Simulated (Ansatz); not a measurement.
Geometry optimisation, UKS PBE0/def2-SVP (Ansatz 0.2.0).

input.yaml

```yaml
crystal:
  periodic: [false, false, false]
  atoms:
    - { symbol: "N", position_ang: [0.55488, -2.16373, 0.78778] }
    - { symbol: C, position_ang: [0.34905, -1.09423, 0.3885] }
    - { symbol: C, position_ang: [0.16487, 0.174, -0.09366] }
    - { symbol: O, position_ang: [-1.06379, 0.73185, -0.13718] }
    - { symbol: H, position_ang: [1.02445, 0.72908, -0.44361] }
    - { symbol: H, position_ang: [-1.73288, 0.12887, 0.20498] }
magnetization:
  spin_polarized: true
  initial_magnetization: 1
basis:
  gaussian: { orbitals: def2-SVP }
hamiltonian:
  xc: pbe0
relax:
  f_tol: 0.015
  max_steps: 40
output:
  orbitals: {}
```

Launched with:

```bash
$ ansatz run input.yaml --threads 1 --pin off --max-ram 2048MiB --backend cpu --events-out ev --progress --plain --runs-dir out
```

Q: Where does it end, and by what steps?

A: The run converged. After 6 steps the energy has fallen by 0.059 eV; H5 moved furthest, 0.07 Å.

```json
{"step": "0", "energy less start (eV)": "0.0000", "largest force component (eV/Å)": "1.422", "accepted": "yes"}
{"step": "1", "energy less start (eV)": "-0.0497", "largest force component (eV/Å)": "0.309", "accepted": "yes"}
{"step": "2", "energy less start (eV)": "-0.0573", "largest force component (eV/Å)": "0.118", "accepted": "yes"}
{"step": "3", "energy less start (eV)": "-0.0582", "largest force component (eV/Å)": "0.081", "accepted": "yes"}
{"step": "4", "energy less start (eV)": "-0.0592", "largest force component (eV/Å)": "0.042", "accepted": "yes"}
{"step": "5", "energy less start (eV)": "-0.0593", "largest force component (eV/Å)": "0.028", "accepted": "yes"}
{"step": "6", "energy less start (eV)": "-0.0594", "largest force component (eV/Å)": "0.004", "accepted": "yes"}
```

```xyz
6
Properties=species:S:1:pos:R:3
N 0.531 -2.204 0.808
C 0.376 -1.118 0.394
C 0.165 0.168 -0.091
O -1.044 0.740 -0.143
H 0.982 0.788 -0.461
H -1.713 0.134 0.200
```

Whether the end is a true minimum wasn't checked by a vibrational analysis.

Run time: 20 s on 1 thread of Intel(R) Xeon(R) Platinum 8488C (Sapphire Rapids), with other jobs on the host, peak memory 0.16 GiB.
